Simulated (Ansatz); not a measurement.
# C2HClS: a ladder of functionals and wavefunction methods

One table from this session's results is given with a row withheld; the runs are named, their logs left out.

The runs use Ansatz 0.2.0, Gaussian basis; functionals in def2-TZVPP, the program's frozen cores in correlated methods.

Levels to be run: LDA (SPW92), PBE-D4, revPBE-D4, BLYP-D4, r2SCAN-D4, B97M-V, PBE0-D4, B3LYP-D4, r2SCANh-D4, r2SCAN0-D4, HSE06-D4, BHLYP-D4, CAM-B3LYP-D4, LC-ωPBE, ωB97X-V, ωB97M-V, B2PLYP, PBE-QIDH; CCSD(T)/def2-SVP; CCSD(T)/def2-TZVPP; MP2/def2-QZVPP; extrapolation to the limit; RPA on PBE.

## The geometry

An earlier PBE0-D4 in a triple-zeta def2 set relaxation fixed the geometry.

SMILES `S=C=CCl`, 5 atoms, charge 0, spin multiplicity 1.

Atoms are counted from 1 here; the program's logs count them from 0.

Bond lengths: S1–C2 1.547 Å, C2–C3 1.308 Å, C3–Cl4 1.720 Å, C3–H5 1.082 Å. Angles: S1–C2–C3 179.8°, C2–C3–Cl4 121.4°, C2–C3–H5 121.9°, Cl4–C3–H5 116.7°.

Set-up of the first run:

The input, in.yaml:

```yaml
crystal:
  periodic: [false, false, false]
  atoms:
    - {symbol: S, position_ang: [-1.120647, -1.526288, 1.338368]}
    - {symbol: C, position_ang: [-0.306142, -0.540417, 0.468184]}
    - {symbol: C, position_ang: [0.387459, 0.291477, -0.265290]}
    - {symbol: Cl, position_ang: [-0.376678, 1.355789, -1.379220]}
    - {symbol: H, position_ang: [1.466009, 0.345841, -0.203441]}
basis:
  gaussian: {orbitals: def2-TZVPP}
hamiltonian: {xc: lda}
output: {orbitals: {seedname: orbitals}}
```

Launch:

```
$ ansatz run in.yaml --threads 2 --pin off --events-out ev --progress --plain --max-ram 4352MiB
```

Among the steps run: LDA; PBE-D4 (GGA); revPBE-D4 (GGA); BLYP-D4 (GGA); r2SCAN-D4 (meta-GGA); B97M-V (meta-GGA); PBE0-D4 (hybrid); B3LYP-D4 (hybrid); r2SCANh-D4 (hybrid); r2SCAN0-D4 (hybrid); HSE06-D4 (hybrid); BHLYP-D4 (hybrid); CAM-B3LYP-D4 (range-separated); LC-ωPBE (range-separated); ωB97X-V (range-separated); ωB97M-V (range-separated); B2PLYP (double hybrid); PBE-QIDH (double hybrid).

One table of the session follows, with a row left open; its other results are not shown here.

It belongs to the step «Orbital energies across the functionals». 

```
  functional  HOMO (eV)  LUMO (eV)  gap (eV)
 LDA (SPW92)      -5.64      -4.00      1.65
      PBE-D4      -5.49      -3.79      1.70
   revPBE-D4      -5.44      -3.71      1.73
     BLYP-D4      -5.33      -3.61      1.72
   r2SCAN-D4      -5.70      -3.69      2.00
      B97M-V      -5.73      -3.55      2.18
     PBE0-D4      -6.58      -2.88      3.70
    B3LYP-D4      -6.36      -3.06      3.31
  r2SCANh-D4      -6.10      -3.35      2.75
  r2SCAN0-D4      -6.72      -2.83      3.88
    HSE06-D4          ?          ?         ?
    BHLYP-D4      -7.53      -1.78      5.75
CAM-B3LYP-D4      -7.80      -1.71      6.09
     LC-ωPBE      -9.10      -0.62      8.49
     ωB97X-V      -8.75      -0.65      8.09
     ωB97M-V      -8.59      -0.68      7.91
```

**Question.** Estimate the row for HSE06-D4.

The run gave: HOMO (eV): -6.19; LUMO (eV): -3.26; gap (eV): 2.93. In the column «HOMO (eV)» it lies between B3LYP-D4 (-6.36) and r2SCANh-D4 (-6.10).
